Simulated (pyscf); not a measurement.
H₂P–GaH₂ + SiH₄ -> H₃Si–PH–GaH₂ + H₂, a four-centre exchange (singlet surface; H–P, H–Si broken, P–Si, H–H formed). Structures and frequencies: ωB97X-D3(BJ)/def2-SVP in PySCF. Energies in kcal/mol from the separated reactants.

Small-basis levels: PySCF, no dispersion term, spherical d functions. 

Quick HF/3-21G single points give ΔE‡ = 88.9 kcal/mol and ΔE = +2.5 kcal/mol. What does ωB97M-D3(BJ)/def2-TZVP give, and how far is the quick result from it?

ωB97M-D3(BJ)/def2-TZVP gives ΔE‡ = 64.9 kcal/mol and ΔE = -1.2 kcal/mol. HF/3-21G lies 23.9 kcal/mol over it in the barrier and 3.8 kcal/mol over it in the reaction energy, so on this step it does not hold to within 3.0 kcal/mol. ωB97M-D3(BJ)/def2-TZVP has limits of its own. One saddle was located; it need not be the lowest between these sides. In the def2 sets elements up to Kr have no core potential.
